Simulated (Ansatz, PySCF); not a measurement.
This PySCF input computes a CCSD(T)/cc-pVDZ energy:

```python
from pyscf import gto, scf, mp, cc as ccmod

mol = gto.M(
    atom='''
    C    -0.00000000   -0.00000000   -0.16050164
    H     0.00000000    0.00000000    0.96300985
    ''',
    basis='cc-pvdz',
    charge=0,
    spin=1,
    symmetry='C2v',
    verbose=4,
)

mf = scf.UHF(mol)
mf.conv_tol = 1e-10
mf.max_cycle = 100
mf.kernel()
mp2 = mp.MP2(mf, frozen=1).run()
cc = ccmod.CCSD(mf, frozen=1)
cc.max_cycle = 100
cc.kernel()
et = cc.ccsd_t()
print(f'E(CCSD(T)) = {cc.e_tot + et:.9f}')
```

Task: Write an input for the same energy in Ansatz (a program for electronic structure) and say what it gives.

Result: 
Ansatz 0.2 input:
```yaml
crystal:
  periodic: [false, false, false]
  atoms:
    - {symbol: C, position_ang: [-0.00000000, -0.00000000, -0.16050164]}
    - {symbol: H, position_ang: [0.00000000, 0.00000000, 0.96300985]}
basis:
  gaussian:
    orbitals: cc-pVDZ
magnetization: {spin_polarized: true, initial_magnetization: 1}
correlation: {method: ccsd_t, electrons: outside_noble_gas}
```
It gives -38.37953 Eh, and PySCF -38.37982 Eh, a difference of 0.29 mEh, from the treatment of integrals.
